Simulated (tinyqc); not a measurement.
Inside a calculation. Method: G0W0 on RHF in the sto-6g basis, for H2O, spin multiplicity 1. Computed by tinyqc, a small Python program that keeps every step (integrals from PySCF). Settings: charge = 0, multiplicity = 1, basis = sto-6g, method = RHF, energy threshold = 1e-10, iteration cap = 79, orthogonalisation = canonical, start = Wolfsberg-Helmholz matrix, DIIS depth = 6. Command: `OMP_NUM_THREADS=1 python tinyqc.py 23660 23661 out.jsonl` (the two numbers bound the seeds that draw the settings). One thread of a shared host (Intel(R) Xeon(R) Processor @ 2.60GHz), about 0.1 s of CPU time with the checks. The early iterations of the SCF are left out here.

## One-electron integrals

Geometry (angstrom):
```
atom       x        y       z
O     0.0000   0.0000  0.0000
H     0.0000   0.6860  0.5830
H     0.0000  -0.6860  0.5830
```

Basis sto-6g: exponents (1/bohr^2) and contraction coefficients of normalised primitives:
```
element  l (shell)   exponent  coefficient
O            s (1)  1355.5842       0.0092
O            s (1)   248.5449       0.0494
O            s (1)    69.5339       0.1685
O            s (1)    23.8868       0.3706
O            s (1)     9.2759       0.4165
O            s (1)     3.8203       0.1303
O            s (2)    52.1878      -0.0133
O            s (2)    10.3293      -0.0470
O            s (2)     3.2103      -0.0338
O            s (2)     1.2351       0.2502
O            s (2)     0.5364       0.5951
O            s (2)     0.2459       0.2407
O            p (3)    52.1878       0.0038
O            p (3)    10.3293       0.0377
O            p (3)     3.2103       0.1739
O            p (3)     1.2351       0.4180
O            p (3)     0.5364       0.4259
O            p (3)     0.2459       0.1017
H            s (1)    35.5232       0.0092
H            s (1)     6.5131       0.0494
H            s (1)     1.8221       0.1685
H            s (1)     0.6260       0.3706
H            s (1)     0.2431       0.4165
H            s (1)     0.1001       0.1303
```

Overlap, kinetic and nuclear-attraction integrals over the contracted functions; the nuclear repulsion is the sum of Za Zb / Rab.

nuclear repulsion = 9.790477 hartree

overlap S, lower triangle:
```
         1O 1s   1O 2s  1O 2px   1O 2py  1O 2pz   2H 1s   3H 1s
1O 1s   1.0000
1O 2s   0.2311  1.0000
1O 2px  0.0000  0.0000  1.0000
1O 2py  0.0000  0.0000  0.0000   1.0000
1O 2pz  0.0000  0.0000  0.0000   0.0000  1.0000
2H 1s   0.0631  0.5148  0.0000   0.3137  0.2666  1.0000
3H 1s   0.0631  0.5148  0.0000  -0.3137  0.2666  0.3076  1.0000
```

kinetic energy T (hartree), lower triangle:
```
          1O 1s   1O 2s  1O 2px   1O 2py  1O 2pz   2H 1s   3H 1s
1O 1s   29.3272
1O 2s   -0.8960  0.8426
1O 2px   0.0000  0.0000  2.5313
1O 2py   0.0000  0.0000  0.0000   2.5313
1O 2pz   0.0000  0.0000  0.0000   0.0000  2.5313
2H 1s    0.0002  0.1575  0.0000   0.2495  0.2120  0.7685
3H 1s    0.0002  0.1575  0.0000  -0.2495  0.2120  0.0237  0.7685
```

nuclear attraction V (hartree), lower triangle:
```
           1O 1s     1O 2s    1O 2px    1O 2py    1O 2pz    2H 1s    3H 1s
1O 1s   -62.4339
1O 2s    -6.4230  -10.1536
1O 2px    0.0000    0.0000  -10.0579
1O 2py    0.0000    0.0000    0.0000  -10.2240
1O 2pz   -0.0240   -0.2611    0.0000    0.0000  -10.1778
2H 1s    -2.0136   -4.2776    0.0000   -2.3345   -2.0805  -6.1099
3H 1s    -2.0136   -4.2776    0.0000    2.3345   -2.0805  -2.0387  -6.1099
```

core Hamiltonian H = T + V (hartree), lower triangle:
```
           1O 1s    1O 2s   1O 2px   1O 2py   1O 2pz    2H 1s    3H 1s
1O 1s   -33.1067
1O 2s    -7.3190  -9.3110
1O 2px    0.0000   0.0000  -7.5266
1O 2py    0.0000   0.0000   0.0000  -7.6927
1O 2pz   -0.0240  -0.2611   0.0000   0.0000  -7.6465
2H 1s    -2.0134  -4.1201   0.0000  -2.0850  -1.8685  -5.3414
3H 1s    -2.0134  -4.1201   0.0000   2.0850  -1.8685  -2.0150  -5.3414
```

## Two-electron integrals

Functions are numbered as in S; the eight-fold symmetry (ij|kl) = (ji|kl) = (kl|ij) leaves the list below.

Two-electron integrals (ij|kl) in chemists' order, unique and non-zero (hartree):
```
(11|11) 4.7875      (21|11) 0.6759      (21|21) 0.1215      (22|11) 1.1174
(22|21) 0.2492      (22|22) 0.8174      (31|31) 0.0258      (32|31) 0.0391
(32|32) 0.1807      (33|11) 1.1174      (33|21) 0.2492      (33|22) 0.8174
(33|33) 0.8807      (41|41) 0.0258      (42|41) 0.0391      (42|42) 0.1807
(43|43) 0.0475      (44|11) 1.1174      (44|21) 0.2492      (44|22) 0.8174
(44|33) 0.7857      (44|44) 0.8807      (51|51) 0.0258      (52|51) 0.0391
(52|52) 0.1807      (53|53) 0.0475      (54|54) 0.0475      (55|11) 1.1174
(55|21) 0.2492      (55|22) 0.8174      (55|33) 0.7857      (55|44) 0.7857
(55|55) 0.8807      (61|11) 0.1974      (61|21) 0.0340      (61|22) 0.0681
(61|33) 0.0679      (61|41) 0.0013      (61|42) 0.0024      (61|44) 0.0682
(61|51) 0.0011      (61|52) 0.0021      (61|54) 2.22e-04    (61|55) 0.0681
(61|61) 0.0097      (62|11) 0.4444      (62|21) 0.1003      (62|22) 0.3600
(62|33) 0.3543      (62|41) 0.0061      (62|42) 0.0431      (62|44) 0.3642
(62|51) 0.0051      (62|52) 0.0366      (62|54) 0.0084      (62|55) 0.3615
(62|61) 0.0281      (62|62) 0.1909      (63|31) 0.0116      (63|32) 0.0637
(63|43) 0.0091      (63|53) 0.0077      (63|63) 0.0283      (64|11) 0.2316
(64|21) 0.0531      (64|22) 0.2031      (64|33) 0.1938      (64|41) 0.0145
(64|42) 0.0872      (64|44) 0.2176      (64|51) 0.0025      (64|52) 0.0199
(64|54) 0.0126      (64|55) 0.1979      (64|61) 0.0156      (64|62) 0.1310
(64|64) 0.1174      (65|11) 0.1968      (65|21) 0.0451      (65|22) 0.1726
(65|33) 0.1647      (65|41) 0.0025      (65|42) 0.0199      (65|44) 0.1696
(65|51) 0.0137      (65|52) 0.0807      (65|54) 0.0132      (65|55) 0.1836
(65|61) 0.0133      (65|62) 0.1113      (65|64) 0.0758      (65|65) 0.0926
(66|11) 0.5599      (66|21) 0.1287      (66|22) 0.5240      (66|33) 0.5029
(66|41) 0.0109      (66|42) 0.1025      (66|44) 0.5398      (66|51) 0.0092
(66|52) 0.0871      (66|54) 0.0314      (66|55) 0.5295      (66|61) 0.0366
(66|62) 0.3386      (66|64) 0.2660      (66|65) 0.2260      (66|66) 0.7750
(71|11) 0.1974      (71|21) 0.0340      (71|22) 0.0681      (71|33) 0.0679
(71|41) -0.0013     (71|42) -0.0024     (71|44) 0.0682      (71|51) 0.0011
(71|52) 0.0021      (71|54) -2.22e-04   (71|55) 0.0681      (71|61) 0.0096
(71|62) 0.0273      (71|64) 0.0137      (71|65) 0.0129      (71|66) 0.0349
(71|71) 0.0097      (72|11) 0.4444      (72|21) 0.1003      (72|22) 0.3600
(72|33) 0.3543      (72|41) -0.0061     (72|42) -0.0431     (72|44) 0.3642
(72|51) 0.0051      (72|52) 0.0366      (72|54) -0.0084     (72|55) 0.3615
(72|61) 0.0273      (72|62) 0.1599      (72|64) 0.0746      (72|65) 0.0908
(72|66) 0.2390      (72|71) 0.0281      (72|72) 0.1909      (73|31) 0.0116
(73|32) 0.0637      (73|43) -0.0091     (73|53) 0.0077      (73|63) 0.0231
(73|73) 0.0283      (74|11) -0.2316     (74|21) -0.0531     (74|22) -0.2031
(74|33) -0.1938     (74|41) 0.0145      (74|42) 0.0872      (74|44) -0.2176
(74|51) -0.0025     (74|52) -0.0199     (74|54) 0.0126      (74|55) -0.1979
(74|61) -0.0137     (74|62) -0.0746     (74|64) -0.0119     (74|65) -0.0413
(74|66) -0.0957     (74|71) -0.0156     (74|72) -0.1310     (74|74) 0.1174
(75|11) 0.1968      (75|21) 0.0451      (75|22) 0.1726      (75|33) 0.1647
(75|41) -0.0025     (75|42) -0.0199     (75|44) 0.1696      (75|51) 0.0137
(75|52) 0.0807      (75|54) -0.0132     (75|55) 0.1836      (75|61) 0.0129
(75|62) 0.0908      (75|64) 0.0413      (75|65) 0.0739      (75|66) 0.1498
(75|71) 0.0133      (75|72) 0.1113      (75|74) -0.0758     (75|75) 0.0926
(76|11) 0.2014      (76|21) 0.0459      (76|22) 0.1777      (76|33) 0.1735
(76|44) 0.1767      (76|51) 0.0038      (76|52) 0.0313      (76|55) 0.1827
(76|61) 0.0128      (76|62) 0.0940      (76|64) 0.0552      (76|65) 0.0616
(76|66) 0.1711      (76|71) 0.0128      (76|72) 0.0940      (76|74) -0.0552
(76|75) 0.0616      (76|76) 0.0553      (77|11) 0.5599      (77|21) 0.1287
(77|22) 0.5240      (77|33) 0.5029      (77|41) -0.0109     (77|42) -0.1025
(77|44) 0.5398      (77|51) 0.0092      (77|52) 0.0871      (77|54) -0.0314
(77|55) 0.5295      (77|61) 0.0349      (77|62) 0.2390      (77|64) 0.0957
(77|65) 0.1498      (77|66) 0.3741      (77|71) 0.0366      (77|72) 0.3386
(77|74) -0.2660     (77|75) 0.2260      (77|76) 0.1711      (77|77) 0.7750
```

## Orthogonalisation

S = U s U^T; canonical form X = U s^(-1/2), so that X^T S X = 1. Each column of U has its largest component positive (the first on a tie).

eigenvalues of S: 0.3041  0.3766  0.8843  1.0000  1.0918  1.3157  2.0274

X:
```
              1        2        3       4        5        6       7
1O 1s   -0.2757   0.0000   0.7698  0.0000  -0.6167   0.0000  0.1362
1O 2s    1.2620   0.0000  -0.3101  0.0000  -0.3056   0.0000  0.4026
1O 2px   0.0000   0.0000   0.0000  1.0000   0.0000   0.0000  0.0000
1O 2py   0.0000   0.9448   0.0000  0.0000   0.0000   0.7103  0.0000
1O 2pz   0.6062   0.0000   0.6356  0.0000   0.6461   0.0000  0.1926
2H 1s   -0.7911  -0.9387  -0.1380  0.0000   0.1112   0.3574  0.3712
3H 1s   -0.7911   0.9387  -0.1380  0.0000   0.1112  -0.3574  0.3712
```

## Iteration 7 (converged): orbitals

converged F (hartree), lower triangle:
```
           1O 1s    1O 2s   1O 2px   1O 2py   1O 2pz    2H 1s    3H 1s
1O 1s   -20.5024
1O 2s    -4.9662  -2.3693
1O 2px    0.0000   0.0000  -0.4065
1O 2py    0.0000   0.0000   0.0000  -0.3658
1O 2pz   -0.0315  -0.1621   0.0000   0.0000  -0.4046
2H 1s    -1.3650  -1.1169   0.0000  -0.3960  -0.4096  -0.6685
3H 1s    -1.3650  -1.1169   0.0000   0.3960  -0.4096  -0.4955  -0.6685
```

Diagonalise F' = X^T F X, C = X C', fill 5 alpha and 5 beta electrons from the bottom; D = 2 C_occ C_occ^T. Each column has its largest component positive (the first on a tie).

F' = X^T F X (hartree), lower triangle:
```
         1       2        3        4        5        6        7
1   0.3359
2   0.0000  0.7736
3   1.3901  0.0000  -9.6497
4   0.0000  0.0000   0.0000  -0.4065
5  -0.9014  0.0000   9.1900   0.0000  -9.5908
6   0.0000  0.1312   0.0000   0.0000   0.0000  -0.6309
7  -0.0010  0.0000  -3.6716   0.0000   3.7978   0.0000  -2.7319
```

orbital energies (hartree): MO1 -20.5057, MO2 -1.3154, MO3 -0.6431, MO4 -0.4796, MO5 -0.4065, MO6 0.6642, MO7 0.7858

coefficients C:
```
            MO1      MO2      MO3      MO4     MO5      MO6      MO7
1O 1s    0.9965  -0.2194   0.0000   0.1017  0.0000  -0.1262   0.0000
1O 2s    0.0169   0.8160   0.0000  -0.5675  0.0000   0.9778   0.0000
1O 2px   0.0000   0.0000   0.0000   0.0000  1.0000   0.0000   0.0000
1O 2py   0.0000   0.0000   0.6201   0.0000  0.0000   0.0000   1.0063
1O 2pz   0.0038   0.1578   0.0000   0.7742  0.0000   0.7757   0.0000
2H 1s   -0.0042   0.1562   0.4425   0.2606  0.0000  -0.8383  -0.9017
3H 1s   -0.0042   0.1562  -0.4425   0.2606  0.0000  -0.8383   0.9017
```

D after iteration 7, lower triangle:
```
          1O 1s    1O 2s  1O 2px   1O 2py  1O 2pz    2H 1s   3H 1s
1O 1s    2.1032
1O 2s   -0.4398   1.9765
1O 2px   0.0000   0.0000  2.0000
1O 2py   0.0000   0.0000  0.0000   0.7690
1O 2pz   0.0958  -0.6210  0.0000   0.0000  1.2486
2H 1s   -0.0240  -0.0410  0.0000   0.5488  0.4527   0.5762
3H 1s   -0.0240  -0.0410  0.0000  -0.5488  0.4527  -0.2070  0.5762
```

## Convergence

Stop when the energy changes by less than 1e-10 hartree and every element of the error matrix X^T (F D S - S D F) X is below 3e-06.

Course of the cycle:
```
iteration  E (hartree)     change  largest element of the error matrix
1           -75.393514          -                             8.01e-01
2           -75.643856  -2.50e-01                             1.54e-01
3           -75.660801  -1.69e-02                             2.97e-02
4           -75.661689  -8.88e-04                             4.14e-03
5           -75.661724  -3.48e-05                             1.72e-04
6           -75.661724  -4.23e-08                             4.35e-06
7           -75.661724  -9.38e-12                             1.97e-08
```

PySCF RHF in the same basis = -75.661724 hartree

Converged in 7 iterations.

## Integrals over molecular orbitals

(pq|rs) = sum C_ip C_jq C_kr C_ls (ij|kl), one index at a time.

one-electron integrals over orbitals h = C^T H C (hartree), lower triangle:
```
          1        2        3        4        5        6        7
1  -33.0927
2    0.5622  -7.7965
3    0.0000   0.0000  -6.5492
4   -0.2573   0.4000   0.0000  -7.1369
5    0.0000   0.0000   0.0000   0.0000  -7.5266
6    0.3332  -1.4742   0.0000  -0.9949   0.0000  -5.4378
7    0.0000   0.0000  -1.6707   0.0000   0.0000   0.0000  -5.6316
```

Two-electron integrals over orbitals (pq|rs), unique and non-zero (hartree):
```
(11|11) 4.7608      (21|11) -0.4216     (21|21) 0.0608      (22|11) 1.0160
(22|21) -0.0127     (22|22) 0.7404      (31|31) 0.0118      (32|31) 0.0184
(32|32) 0.1482      (33|11) 0.8242      (33|21) -0.0041     (33|22) 0.6626
(33|33) 0.6533      (41|11) 0.2016      (41|21) -0.0252     (41|22) 0.0183
(41|33) 0.0067      (41|41) 0.0308      (42|11) -0.1275     (42|21) 0.0105
(42|22) 0.0158      (42|33) 0.0072      (42|41) 0.0178      (42|42) 0.1194
(43|31) -0.0042     (43|32) 0.0144      (43|43) 0.0461      (44|11) 1.0209
(44|21) -0.0146     (44|22) 0.6784      (44|33) 0.6140      (44|41) -0.0122
(44|42) -0.1046     (44|44) 0.8073      (51|51) 0.0267      (52|51) 0.0320
(52|52) 0.1429      (53|53) 0.0302      (54|51) -0.0143     (54|52) -0.0488
(54|54) 0.0591      (55|11) 1.1171      (55|21) -0.0111     (55|22) 0.7489
(55|33) 0.6438      (55|41) 0.0050      (55|42) -0.0651     (55|44) 0.7394
(55|55) 0.8807      (61|11) -0.2649     (61|21) 0.0415      (61|22) -2.07e-04
(61|33) 3.84e-04    (61|41) -0.0035     (61|42) 0.0209      (61|44) -0.0211
(61|55) -0.0061     (61|61) 0.0377      (62|11) 0.3350      (62|21) -0.0076
(62|22) 0.1500      (62|33) 0.0840      (62|41) 0.0195      (62|42) 0.0167
(62|44) 0.0958      (62|55) 0.1652      (62|61) 0.0057      (62|62) 0.1069
(63|31) 0.0038      (63|32) -0.0361     (63|43) -0.0244     (63|63) 0.0655
(64|11) 0.1992      (64|21) -0.0012     (64|22) 0.0846      (64|33) 0.0418
(64|41) 0.0016      (64|42) -0.0303     (64|44) 0.1172      (64|55) 0.1055
(64|61) 1.91e-04    (64|62) 0.0588      (64|64) 0.0621      (65|51) 0.0165
(65|52) 0.0607      (65|54) -0.0043     (65|65) 0.0401      (66|11) 0.8345
(66|21) -0.0075     (66|22) 0.6318      (66|33) 0.5842      (66|41) 0.0229
(66|42) 0.0605      (66|44) 0.5567      (66|55) 0.6000      (66|61) 0.0081
(66|62) 0.1036      (66|64) 0.0414      (66|66) 0.6108      (71|31) 0.0162
(71|32) 0.0234      (71|43) -0.0060     (71|63) 0.0047      (71|71) 0.0224
(72|31) 0.0134      (72|32) 0.0336      (72|43) -0.0363     (72|63) 0.0372
(72|71) 0.0175      (72|72) 0.0593      (73|11) 0.3582      (73|21) -0.0076
(73|22) 0.1262      (73|33) 0.0913      (73|41) -0.0014     (73|42) -0.0781
(73|44) 0.1625      (73|55) 0.1834      (73|61) -0.0076     (73|62) 0.0789
(73|64) 0.0727      (73|66) 0.0359      (73|73) 0.1517      (74|31) -0.0105
(74|32) -0.0796     (74|43) 0.0077      (74|63) 0.0397      (74|71) -0.0140
(74|72) -0.0154     (74|74) 0.0702      (75|53) 0.0234      (75|75) 0.0236
(76|31) 0.0098      (76|32) 0.1000      (76|43) 0.0415      (76|63) -0.0595
(76|71) 0.0125      (76|72) -0.0138     (76|74) -0.0578     (76|76) 0.1140
(77|11) 0.8736      (77|21) -0.0090     (77|22) 0.6316      (77|33) 0.6233
(77|41) 0.0043      (77|42) -0.0091     (77|44) 0.6158      (77|55) 0.6279
(77|61) -0.0053     (77|62) 0.0720      (77|64) 0.0354      (77|66) 0.5768
(77|73) 0.0862      (77|77) 0.6271
```

## Screening: direct RPA

With D = e_a - e_i and K = (ia|jb): diagonalise D^(1/2) (D + 4K) D^(1/2) = Z w^2 Z^T; X + Y = D^(1/2) Z w^(-1/2), each column of Z with its largest component positive (the first on a tie); E_c = (sum w - tr (D + 2K)) / 2.

D^(1/2) (D + 4K) D^(1/2) (hartree^2), lower triangle:
```
          1>6       1>7     2>6      2>7     3>6     3>7     4>6     4>7
1>6  451.3570
1>7    0.0000  455.2313
2>6    0.1481    0.0000  4.7659
2>7    0.0000    0.4676  0.0000   4.9131
3>6    0.0000    0.0988  0.0000   0.2463  2.0515
3>7   -0.1669    0.0000  0.5311   0.0000  0.0000  2.9084
4>6    0.0037    0.0000  0.3539   0.0000  0.0000  0.3720  1.5925
4>7    0.0000   -0.2913  0.0000  -0.1006  0.2042  0.0000  0.0000  1.9563
5>6    0.0000    0.0000  0.0000   0.0000  0.0000  0.0000  0.0000  0.0000
5>7    0.0000    0.0000  0.0000   0.0000  0.0000  0.0000  0.0000  0.0000

        5>6     5>7
5>6  1.3185
5>7  0.0000  1.5341
```

excitation energies w (hartree): 1.1483  1.2168  1.2386  1.3329  1.4858  1.6798  2.2217  2.2281  21.2452  21.3362

X + Y:
```
          1        2       3        4        5        6        7        8
1>6  0.0000  -0.0003  0.0000   0.0000   0.0000   0.0016   0.0000  -0.0007
1>7  0.0000   0.0000  0.0000   0.0022   0.0011   0.0000  -0.0033   0.0000
2>6  0.0000  -0.0865  0.0000   0.0000   0.0000  -0.3168   0.0000   0.8993
2>7  0.0000   0.0000  0.0000   0.0936  -0.0547   0.0000   0.9688   0.0000
3>6  0.0000   0.0000  0.0000  -0.6309   0.7188   0.0000   0.0637   0.0000
3>7  0.0000  -0.2469  0.0000   0.0000   0.0000   0.8628   0.0000   0.2162
4>6  0.0000   0.9418  0.0000   0.0000   0.0000   0.1642   0.0000   0.0931
4>7  0.0000   0.0000  0.0000   0.7475   0.5914   0.0000  -0.0210   0.0000
5>6  0.9657   0.0000  0.0000   0.0000   0.0000   0.0000   0.0000   0.0000
5>7  0.0000   0.0000  0.9811   0.0000   0.0000   0.0000   0.0000   0.0000

           9       10
1>6   0.9982   0.0000
1>7   0.0000   0.9990
2>6   0.0001   0.0000
2>7   0.0000   0.0003
3>6   0.0000   0.0001
3>7  -0.0001   0.0000
4>6   0.0000   0.0000
4>7   0.0000  -0.0002
5>6   0.0000   0.0000
5>7   0.0000   0.0000
```

RPA correlation energy = -0.048120 hartree

## G0W0 on Hartree-Fock: HOMO

W(p,q,m) = sqrt2 sum_ia (pq|ia) (X+Y)_ia,m; Sigma_c(x) = sum_(i,m) W^2/(x - e_i + w_m) + sum_(a,m) W^2/(x - e_a - w_m); solve x = e_p + Sigma_c(x) by Newton steps; Z = 1/(1 - dSigma/dx); 1 hartree = 27.211386 eV.

The 12 largest terms at x = e_p (hartree; W for the signs of X + Y given):
```
q  m        W       term
5  8   0.2801     0.0352
5  6   0.1742     0.0181
2  1   0.0829     0.0033
5  2   0.0563     0.0026
6  1   0.0548    -0.0014
3  3   0.0325     0.0007
7  3   0.0328  -4.41e-04
4  1  -0.0059   2.86e-05
1  1   0.0226   2.39e-05
5  9  -0.0087   3.53e-06
```

Newton steps (hartree):
```
step        x  Sigma_c(x)       Z
0     -0.4065      0.0582  0.9693
1     -0.3501      0.0565  0.9710
2     -0.3501      0.0565  0.9710
```

quasiparticle energy of the HOMO = -9.5257 eV

Hartree-Fock value = -11.0623 eV

## G0W0 on Hartree-Fock: LUMO

As before.

The 12 largest terms at x = e_p (hartree; W for the signs of X + Y given):
```
q  m        W      term
6  8   0.1482   -0.0099
7  5  -0.1078   -0.0072
2  8   0.1679    0.0067
3  5   0.0969    0.0034
4  8   0.1052    0.0033
4  6   0.0768    0.0021
5  1   0.0548    0.0014
4  2   0.0501    0.0011
2  6   0.0621    0.0011
3  7   0.0556    0.0009
6  2   0.0299   -0.0007
2  2   0.0377  4.44e-04
```

Newton steps (hartree):
```
step       x  Sigma_c(x)       Z
0     0.6642      0.0022  0.9843
1     0.6664      0.0022  0.9843
2     0.6664      0.0022  0.9843
```

quasiparticle energy of the LUMO = 18.1337 eV

Hartree-Fock value = 18.0746 eV
